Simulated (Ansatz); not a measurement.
Ansatz (a quantum-chemistry and plane-wave program) input (B2PLYP/def2-TZVPD):

Ansatz 0.2 input:
```yaml
crystal:
  periodic: [false, false, false]
  atoms:
    - {symbol: O, position_ang: [0.04506196, -0.76326742, -0.00033480]}
    - {symbol: C, position_ang: [0.02554004, 0.62401008, 0.00008452]}
    - {symbol: C, position_ang: [1.39881450, -1.38514142, -0.00460205]}
    - {symbol: C, position_ang: [-1.41891819, 1.12299125, 0.00459498]}
    - {symbol: H, position_ang: [0.56425370, 1.02806812, 0.88086636]}
    - {symbol: H, position_ang: [0.55890179, 1.02852619, -0.88373893]}
    - {symbol: H, position_ang: [1.91752030, -0.92164996, -0.88283989]}
    - {symbol: H, position_ang: [1.92283869, -0.92210516, 0.87071378]}
    - {symbol: H, position_ang: [-1.94842248, 0.75240963, -0.87706723]}
    - {symbol: H, position_ang: [-1.94306535, 0.75195111, 0.88926030]}
    - {symbol: H, position_ang: [-1.46514037, 2.21777999, 0.00501936]}
basis:
  gaussian:
    orbitals: def2-TZVPD
hamiltonian:
  xc: {name: B2PLYP}
total_charge: -1
magnetization: {spin_polarized: false}
correlation: {electrons: outside_noble_gas}
```

Output:

```
Functional definition: B2PLYP
integrals: 0.40 GiB planned
1491 factors; integrals over basis functions are off by at most 8.0e-4 eV
mean field: 1.18 GiB planned
mean field evaluation 1: about -5257.8449 eV, gradient 3.2e1 eV
mean field evaluation 2: about -5257.8820 eV, gradient 3.2e1 eV
mean field evaluation 4: about -5260.4779 eV, gradient 4.8e0 eV
mean field evaluation 8: about -5260.5371 eV, gradient 5.0e-1 eV
mean field evaluation 16: about -5260.5380 eV, gradient 3.5e-4 eV
mean field -5260.53795318 eV, -193.3212040587 hartree, gradient 6.4e-6 eV, S^2 0.000000; 1 other end points of the search recorded, 0 dependent functions left out
4 core orbitals not correlated
reference -5260.53814408 eV, -193.3212110743 hartree; 13, 13 occupied and 197, 197 virtual orbitals, 1491 factors
second order -25.62493694 eV of doubles, -0.00000000 eV of singles
Total energy: -5267.45687706 eV, -193.5754698214 hartree
```

It need not be the lowest isomer of its formula. Whether it binds its extra electron was not tested at this geometry.
